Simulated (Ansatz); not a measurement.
A calculation with Ansatz (development build ahead of 0.2.0).

```yaml
crystal:
  periodic: [false, false, false]
  atoms:
    - { symbol: C, position_ang: [-0.01722, -0.32048, -2.59416] }
    - { symbol: C, position_ang: [0.0037, 0.56398, -1.26022] }
    - { symbol: C, position_ang: [0.03055, -0.34985, 0.01431] }
    - { symbol: C, position_ang: [-0.02039, 0.4721, 1.27002] }
    - { symbol: C, position_ang: [-0.0078, -0.36084, 2.5748] }
    - { symbol: H, position_ang: [-0.03805, 0.34199, -3.45351] }
    - { symbol: H, position_ang: [0.9131, -1.00074, -2.56564] }
    - { symbol: H, position_ang: [-0.90434, -0.99723, -2.6366] }
    - { symbol: H, position_ang: [-0.90072, 1.21288, -1.31033] }
    - { symbol: H, position_ang: [0.86385, 1.21218, -1.23497] }
    - { symbol: H, position_ang: [0.91539, -0.96074, 0.02827] }
    - { symbol: H, position_ang: [-0.90789, -0.94083, -0.00323] }
    - { symbol: H, position_ang: [-0.84496, 1.2214, 1.27197] }
    - { symbol: H, position_ang: [0.918, 1.20239, 1.30149] }
    - { symbol: H, position_ang: [-0.01478, 0.29049, 3.40648] }
    - { symbol: H, position_ang: [-0.85568, -0.93386, 2.60537] }
    - { symbol: H, position_ang: [0.92476, -0.97146, 2.63039] }
basis:
  gaussian: { orbitals: "6-31G" }
hamiltonian:
  xc: hf
correlation:
  method: mp2
  frozen_orbitals: { C: 1, H: 0 }
```

The input is written out in the form of the current development build from the run's settings.

The run gave:

```
Converged                       : yes
Reference energy                : -196.22916 hartree
Correlation energy              : -0.46563 hartree
Total energy                    : -196.69479 hartree
Spin squared of the determinant : 0.000
```
